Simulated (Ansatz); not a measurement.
Input file:

```yaml
crystal:
  periodic: [false, false, false]
  atoms:
    - {symbol: Se, position_ang: [0.000000, 0.000000, 0.000000]}
    - {symbol: Mg, position_ang: [0.000000, 0.000000, 5.243000]}
basis:
  gaussian: {orbitals: cc-pVDZ, fitting: {mean_field: def2-universal-jkfit}}
total_charge: 1
magnetization: {spin_polarized: false, initial_magnetization: 2}
hamiltonian: {xc: {name: PBE0}}
correlation: {method: bccd, electrons: outside_noble_gas}
scf: {lower_state_search: off}
output: {forces: true}
```

```sh
$ ansatz run in.yaml --threads 1 --pin off --events-out ev --progress --plain --max-ram 2393MiB
```

(1) One thing in this input was set wrong on purpose, beside settings that are merely unusual. What is the gravest fault, and what does the program do?

## Answers

(1) Multiplicity of wrong parity. How the run ends: refused.
```
Error: a molecule whose nuclei and cores have a total charge of 46 cannot have a net charge of 1 together with 2 unpaired electrons
```
